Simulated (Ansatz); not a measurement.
```xyz
14

C    -1.009   -0.698   -1.378
N    -0.379    0.547   -0.991
C    -0.508    0.893    0.383
O    -0.047   -0.060    1.327
C     1.342   -0.229    1.311
H    -0.608   -1.584   -0.868
H    -2.077   -0.643   -1.152
H    -0.905   -0.839   -2.456
H     0.578    0.599   -1.308
H     0.012    1.847    0.547
H    -1.567    1.017    0.621
H     1.602   -0.894    2.135
H     1.866    0.728    1.453
H     1.700   -0.683    0.377
```

Total charge 0; spin multiplicity 1.

Problem. List the PBE0/def2-TZVPP orbital energies in eV (the Gaussian-basis code of Ansatz). (Estimate.)

Solution. Computed: Occupied: -522.59, -391.09, -279.85, -279.17, -278.51, -29.07, -25.27, -20.20, -18.97, -17.05, -14.46, -13.78, -13.39, -12.57, -11.74, -11.20, -10.52, -10.42, -9.11, -7.66, -6.75. Lowest empty: 1.05, 2.11, 2.39, 2.51, 2.75, 3.05, 3.47, 3.99.
